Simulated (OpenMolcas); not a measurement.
**SOS-MP2/ANO-L-VTZP (RICD fitting) run of H2S2**

What is the energy difference between two shapes of H2S2 at SOS-MP2/ANO-L-VTZP (RICD fitting)? 

The results are computed with OpenMolcas 26.06.

11 further runs of the same task are left out: 11 set aside as unsound or not needed.

## Step 1: The molecule

H2S2: 4 atoms, total charge 0, spin state singlet. The coordinates come from a GFN2-xTB relaxation.

Bond lengths: S1–S2 2.045 Å, S1–H3 1.340 Å, S2–H4 1.340 Å. Angles: S1–S2–H4 98.2°, S2–S1–H3 98.1°.

## Step 2: A single-point energy at SOS-MP2/ANO-L-VTZP (RICD fitting)

mol.input

```
* H2S2 SOS-MP2
&GATEWAY
Coord
4
angstrom
S       -0.427380      -0.511820      -0.893940
S       -0.422510       0.717510       0.740680
H        0.706880      -0.077850      -1.459730
H        0.143010      -0.127830       1.612990
Basis = ANO-L-VTZP
Group = NoSym
RICD
&SEWARD
&SCF
PrOrbitals = 1 2
&MBPT2
SOSMP2
Frozen = 10
```

Run with:

```sh
$ export MOLCAS_MEM=1860
$ pymolcas mol.input > mol.log
```

The program printed:

```text
--- Start Module: gateway ---
[...]
--- Stop Module: gateway /rc=_RC_ALL_IS_WELL_ ---
[...]
      Basis functions           96
[...]
--- Start Module: scf ---
[...]
       Convergence after  11 Iterations
[...]
::    Total SCF energy                               -796.2684520128
[...]
      Total spin, S                                     0.0000000000
[...]
      Total electronic charge=   34.000000
      Total            charge=   -0.000000
[...]
      Dipole Moment (debye):
      Origin of the operator (angstrom)=   -0.3990    0.0966   -0.0719
                   X=  1.1269E+00               Y= -2.7385E-01               Z=  2.0205E-01           Total=  1.1772E+00
      Quadrupole Moment (debye*angstrom):
[...]
--- Stop Module: scf /rc=_RC_ALL_IS_WELL_ ---
[...]
--- Start Module: mbpt2 ---
[...]
WARNING!
Default frozen orbitals as non valence orbitals is overwritten by user input.
Default values:  10
[...]
::    Total MBPT2 energy                             -796.6196566863
[...]
--- Stop Module: mbpt2 /rc=_RC_ALL_IS_WELL_ ---
[...]
```

Wall time 6.3 s (1 thread of Arm Neoverse V1, shared host); peak memory 0.21 GiB.

## Step 3: The distorted shape at the same level

mol.inp

```
* H2S2 SOS-MP2

&GATEWAY
 Coord
 4
 angstrom
 S       -0.544174      -0.509785      -0.764293
 S       -0.267677       0.658973       0.655692
 H        0.709616       0.066556      -1.427944
 H        0.191991      -0.069299       1.596037
 Basis
 ANO-L-VTZP
 Group
 NoSym
 RICD

&SEWARD

&SCF
 PrOrbitals
 1 2

&MBPT2
 SOSMP2
 Frozen
 10
```

Run with:

```sh
$ export MOLCAS_MEM=1860
$ pymolcas mol.inp > mol.log
```

The program printed:

```text
--- Start Module: gateway ---
[...]
--- Stop Module: gateway /rc=_RC_ALL_IS_WELL_ ---
[...]
      Basis functions           96
[...]
--- Start Module: scf ---
[...]
       Convergence after  11 Iterations
[...]
::    Total SCF energy                               -796.2244039156
[...]
      Total spin, S                                     0.0000000000
[...]
      Total electronic charge=   34.000000
      Total            charge=   -0.000000
[...]
      Dipole Moment (debye):
      Origin of the operator (angstrom)=   -0.3797    0.0723   -0.0501
                   X=  9.7212E-01               Y= -3.9891E-01               Z=  1.5425E-01           Total=  1.0620E+00
      Quadrupole Moment (debye*angstrom):
[...]
--- Stop Module: scf /rc=_RC_ALL_IS_WELL_ ---
[...]
--- Start Module: mbpt2 ---
[...]
WARNING!
Default frozen orbitals as non valence orbitals is overwritten by user input.
Default values:  10
[...]
::    Total MBPT2 energy                             -796.5779078277
[...]
--- Stop Module: mbpt2 /rc=_RC_ALL_IS_WELL_ ---
[...]
```

Run time: 6.3 s. Hardware: 1 thread of Arm Neoverse V1, shared host; peak memory 0.21 GiB.

## Step 4: Outcome

At SOS-MP2/ANO-L-VTZP (RICD fitting), 10 core orbitals frozen:

```
                                                     quantity          value
                                    first shape: total energy  -796.61966 Eh
              first shape: dipole moment (mean-field density)         1.18 D
             first shape: HOMO energy (Hartree–Fock orbitals)      -10.33 eV
             first shape: LUMO energy (Hartree–Fock orbitals)        1.08 eV
           first shape: HOMO–LUMO gap (Hartree–Fock orbitals)       11.41 eV
    first shape: correlation energy (10 core orbitals frozen)     -351.2 mEh
                                distorted shape: total energy  -796.57791 Eh
          distorted shape: dipole moment (mean-field density)         1.06 D
         distorted shape: HOMO energy (Hartree–Fock orbitals)       -9.67 eV
         distorted shape: LUMO energy (Hartree–Fock orbitals)        1.01 eV
       distorted shape: HOMO–LUMO gap (Hartree–Fock orbitals)       10.68 eV
distorted shape: correlation energy (10 core orbitals frozen)     -353.5 mEh
                       energy change with the atoms displaced       1.136 eV
```

**Reading.** With the atoms displaced the energy rises by 1.14 eV (110 kJ/mol). The first shape isn't relaxed at this level, so the change isn't measured from a minimum. Mulliken charges (first shape) of the mean-field density run from -0.19 on S1 to +0.19 on H3. Mulliken charges (distorted shape) of the mean-field density run from -0.18 on S2 to +0.22 on H4.
